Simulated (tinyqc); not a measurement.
Inside a calculation (part 2 of 2). Method: UHF in the sto-6g basis, for NH, spin multiplicity 3. Computed by tinyqc, a small Python program that keeps every step (integrals from PySCF). Command: `OMP_NUM_THREADS=1 python tinyqc.py 24433 24434 out.jsonl` (the two numbers bound the seeds that draw the settings). One thread of a shared host (Intel(R) Xeon(R) Processor @ 2.60GHz), about 0.2 s of CPU time with the checks.

Geometry (angstrom):
```
atom        x        y        z
N     0.00000  0.00000  0.00000
H     0.00000  0.00000  1.43400
```

## Iteration 20 (converged): orbitals

converged F(alpha) (hartree), order 1N 1s, 1N 2s, 1N 2px, 1N 2py, 1N 2pz, 2H 1s:
```
[[-15.56367, -3.78014, 0.00000, 0.00000, -0.01150, -0.38150],
 [-3.78014, -1.94492, 0.00000, 0.00000, -0.04076, -0.44851],
 [0.00000, 0.00000, -0.48340, 0.00000, 0.00000, 0.00000],
 [0.00000, 0.00000, 0.00000, -0.48340, 0.00000, 0.00000],
 [-0.01150, -0.04076, 0.00000, 0.00000, -0.40478, -0.33946],
 [-0.38150, -0.44851, 0.00000, 0.00000, -0.33946, -0.02750]]
```

converged F(beta) (hartree), order 1N 1s, 1N 2s, 1N 2px, 1N 2py, 1N 2pz, 2H 1s:
```
[[-15.50648, -3.69220, 0.00000, 0.00000, -0.01085, -0.37032],
 [-3.69220, -1.53994, 0.00000, 0.00000, 0.00869, -0.40311],
 [0.00000, 0.00000, 0.34534, 0.00000, 0.00000, 0.00000],
 [0.00000, 0.00000, 0.00000, 0.34534, 0.00000, 0.00000],
 [-0.01085, 0.00869, 0.00000, 0.00000, 0.11256, -0.33316],
 [-0.37032, -0.40311, 0.00000, 0.00000, -0.33316, -0.44935]]
```

X, order 1N 1s, 1N 2s, 1N 2px, 1N 2py, 1N 2pz, 2H 1s:
```
[[1.02101, -0.12237, 0.00000, 0.00000, -0.00371, 0.01451],
 [-0.12237, 1.05365, 0.00000, 0.00000, 0.03314, -0.15461],
 [0.00000, 0.00000, 1.00000, 0.00000, 0.00000, 0.00000],
 [0.00000, 0.00000, 0.00000, 1.00000, 0.00000, 0.00000],
 [-0.00371, 0.03314, 0.00000, 0.00000, 1.03315, -0.15527],
 [0.01451, -0.15461, 0.00000, 0.00000, -0.15527, 1.06519]]
```

Diagonalise F' = X^T F X, C = X C', fill 5 alpha and 3 beta electrons from the bottom; D(s) = C_occ C_occ^T. Each column has its largest component positive (the first on a tie).

F' = X^T F X (alpha) (hartree):
```
[[-15.31857, -1.88274, 0.00000, 0.00000, -0.02166, -0.01695],
 [-1.88274, -1.28619, 0.00000, 0.00000, 0.02183, -0.25522],
 [0.00000, 0.00000, -0.48340, 0.00000, 0.00000, 0.00000],
 [0.00000, 0.00000, 0.00000, -0.48340, 0.00000, 0.00000],
 [-0.02166, 0.02183, 0.00000, 0.00000, -0.32376, -0.32315],
 [-0.01695, -0.25522, 0.00000, 0.00000, -0.32315, 0.17255]]
```

orbital energies (alpha) (hartree): [-15.56697, -1.09009, -0.48340, -0.48340, -0.47053, 0.37163]

coefficients C (alpha), order 1N 1s, 1N 2s, 1N 2px, 1N 2py, 1N 2pz, 2H 1s:
```
[[0.99627, -0.24673, 0.00000, 0.00000, 0.03522, 0.05449],
 [0.01601, 1.00521, 0.00000, 0.00000, -0.17858, -0.32797],
 [0.00000, 0.00000, -0.30467, 0.95246, 0.00000, 0.00000],
 [0.00000, 0.00000, 0.95246, 0.30467, 0.00000, 0.00000],
 [0.00149, 0.05875, 0.00000, 0.00000, 0.86875, -0.57830],
 [-0.00261, 0.06170, 0.00000, 0.00000, 0.30796, 1.04125]]
```

F' = X^T F X (beta) (hartree):
```
[[-15.27473, -1.84590, 0.00000, 0.00000, -0.02790, -0.02172],
 [-1.84590, -0.87890, 0.00000, 0.00000, 0.08820, -0.20887],
 [0.00000, 0.00000, 0.34534, 0.00000, 0.00000, 0.00000],
 [0.00000, 0.00000, 0.00000, 0.34534, 0.00000, 0.00000],
 [-0.02790, 0.08820, 0.00000, 0.00000, 0.21960, -0.33679],
 [-0.02172, -0.20887, 0.00000, 0.00000, -0.33679, -0.29864]]
```

orbital energies (beta) (hartree): [-15.50782, -0.74521, -0.39359, 0.34534, 0.34534, 0.41396]

coefficients C (beta), order 1N 1s, 1N 2s, 1N 2px, 1N 2py, 1N 2pz, 2H 1s:
```
[[0.99768, -0.21516, 0.11605, 0.00000, 0.00000, -0.05022],
 [0.01009, 0.86729, -0.56837, 0.00000, 0.00000, 0.27353],
 [0.00000, 0.00000, 0.00000, -0.24538, 0.96943, 0.00000],
 [0.00000, 0.00000, 0.00000, 0.96943, 0.24538, 0.00000],
 [0.00114, 0.03852, 0.36509, 0.00000, 0.00000, 0.97870],
 [-0.00177, 0.34424, 0.80078, 0.00000, 0.00000, -0.65047]]
```

D(alpha) after iteration 20, order 1N 1s, 1N 2s, 1N 2px, 1N 2py, 1N 2pz, 2H 1s:
```
[[1.05468, -0.23836, 0.00000, 0.00000, 0.01759, -0.00698],
 [-0.23836, 1.04259, 0.00000, 0.00000, -0.09606, 0.00699],
 [0.00000, 0.00000, 1.00000, 0.00000, 0.00000, 0.00000],
 [0.00000, 0.00000, 0.00000, 1.00000, 0.00000, 0.00000],
 [0.01759, -0.09606, 0.00000, 0.00000, 0.75818, 0.27117],
 [-0.00698, 0.00699, 0.00000, 0.00000, 0.27117, 0.09866]]
```

D(beta) after iteration 20, order 1N 1s, 1N 2s, 1N 2px, 1N 2py, 1N 2pz, 2H 1s:
```
[[1.05513, -0.24250, 0.00000, 0.00000, 0.03522, 0.01710],
 [-0.24250, 1.07534, 0.00000, 0.00000, -0.17409, -0.15660],
 [0.00000, 0.00000, 0.00000, 0.00000, 0.00000, 0.00000],
 [0.00000, 0.00000, 0.00000, 0.00000, 0.00000, 0.00000],
 [0.03522, -0.17409, 0.00000, 0.00000, 0.13477, 0.30561],
 [0.01710, -0.15660, 0.00000, 0.00000, 0.30561, 0.75976]]
```

Within a degenerate level the vectors are fixed only up to a rotation; this is one choice.

## Convergence

Stop when the energy changes by less than 1e-09 hartree and every element of the error matrix X^T (F D S - S D F) X (for each spin) is below 9e-06.

Course of the cycle:
```
iteration  E (hartree)     change  largest element of the error matrix
1          -54.6914618          -                             2.57e-01
2          -54.7258665  -3.44e-02                             4.23e-02
3          -54.7293956  -3.53e-03                             3.14e-02
4          -54.7312341  -1.84e-03                             2.66e-02
5          -54.7331949  -1.96e-03                             2.37e-02
6          -54.7347529  -1.56e-03                             2.19e-02
7          -54.7364729  -1.72e-03                             2.07e-02
8          -54.7454454  -8.97e-03                             1.20e-02
9          -54.7414855   3.96e-03                             1.85e-02
10         -54.7476308  -6.15e-03                             5.46e-03
11         -54.7473412   2.90e-04                             8.05e-03
12         -54.7474275  -8.63e-05                             7.15e-03
13         -54.7477568  -3.29e-04                             2.44e-03
14         -54.7477970  -4.02e-05                             7.83e-04
15         -54.7478012  -4.27e-06                             2.21e-04
16         -54.7478016  -3.61e-07                             1.13e-04
17         -54.7478016  -2.67e-08                             5.15e-05
18         -54.7478016  -6.61e-09                             1.93e-05
19         -54.7478016  -1.20e-09                             7.91e-06
20         -54.7478016  -2.25e-10                             4.00e-06
```

PySCF UHF in the same basis, after a stability check = -54.7478016 hartree

Converged in 20 iterations.

## Populations, bond orders and dipole

overlap S, order 1N 1s, 1N 2s, 1N 2px, 1N 2py, 1N 2pz, 2H 1s:
```
[[1.00000, 0.22942, 0.00000, 0.00000, 0.00000, 0.02281],
 [0.22942, 1.00000, 0.00000, 0.00000, 0.00000, 0.27315],
 [0.00000, 0.00000, 1.00000, 0.00000, 0.00000, 0.00000],
 [0.00000, 0.00000, 0.00000, 1.00000, 0.00000, 0.00000],
 [0.00000, 0.00000, 0.00000, 0.00000, 1.00000, 0.27983],
 [0.02281, 0.27315, 0.00000, 0.00000, 0.27983, 1.00000]]
```

Mulliken: Z minus the diagonal of D S on the atom; Loewdin: the same with S^(1/2) D S^(1/2); Mayer order: 2 sum_s sum (D(s) S)_ij (D(s) S)_ji over the two atoms.

Charges (e):
```
atom  Mulliken   Loewdin  Mulliken spin
1N    -0.02083  -0.00696        2.62660
2H     0.02083   0.00696       -0.62660
```

Mayer bond orders:
```
pair    order
2-1   0.60693
```

dipole moment about the origin, x y z (debye): [0.00000, 0.00000, 0.67543]

<S^2> of the determinant (pure state: 2) = 2.35352
